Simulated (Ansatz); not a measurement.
Strength of the Si–H bond: SiH(NH2)2 → Si(NH2)2 + H

Species: SiH(NH2)2, doublet; Si(NH2)2, singlet; H atom, doublet. 

Shapes, held fixed at every level: PBE0-D4/def2-TZVP. Flexible molecules stand in one conformer, not always the lowest. Programs: Ansatz 0.2.0. The zero-point and thermal change to 298 K, harmonic and unscaled (PBE0-D4/def2-TZVP), is -14.9 kJ/mol.

```json
{"level": "SPW92/def2-TZVPP", "kind": "LDA", "ΔH(298 K) (kJ/mol)": "+187.4", "less CCSD(T)/CBS estimate": "+17.6"}
{"level": "PBE-D4/def2-TZVPP", "kind": "GGA", "ΔH(298 K) (kJ/mol)": "+168.4", "less CCSD(T)/CBS estimate": "-1.4"}
{"level": "B3LYP-D4/def2-TZVPP", "kind": "global hybrid", "ΔH(298 K) (kJ/mol)": "+175.0", "less CCSD(T)/CBS estimate": "+5.2"}
{"level": "PBE0-D4/def2-TZVPP", "kind": "global hybrid", "ΔH(298 K) (kJ/mol)": "+177.3", "less CCSD(T)/CBS estimate": "+7.5"}
{"level": "B2PLYP/def2-TZVPP", "kind": "double hybrid", "ΔH(298 K) (kJ/mol)": "+169.8", "less CCSD(T)/CBS estimate": "0.0"}
{"level": "MP2/def2-TZVPP", "kind": "perturbation theory", "ΔH(298 K) (kJ/mol)": "+163.5", "less CCSD(T)/CBS estimate": "-6.3"}
{"level": "CCSD(T)/def2-TZVPP", "kind": "coupled cluster or CI", "ΔH(298 K) (kJ/mol)": "+166.7", "less CCSD(T)/CBS estimate": "-3.1"}
{"level": "CCSD(T)/CBS estimate", "kind": "coupled cluster or CI", "ΔH(298 K) (kJ/mol)": "+169.8", "less CCSD(T)/CBS estimate": "0.0"}
```

The highest level, CCSD(T)/CBS estimate, gives ΔH(298 K) = +169.8 kJ/mol; the levels span +163.5 to +187.4. A fragment pairs its electrons up again, so this isn't a typical strength of such a bond. The column of differences is taken from that level and isn't an error. No measured value is set beside it here. Open shells run unrestricted unless RO is named. The CBS estimate extrapolates MP2 from def2-TZVPP and def2-QZVPP and adds CCSD(T) − MP2 in the triple-zeta set, cores frozen.
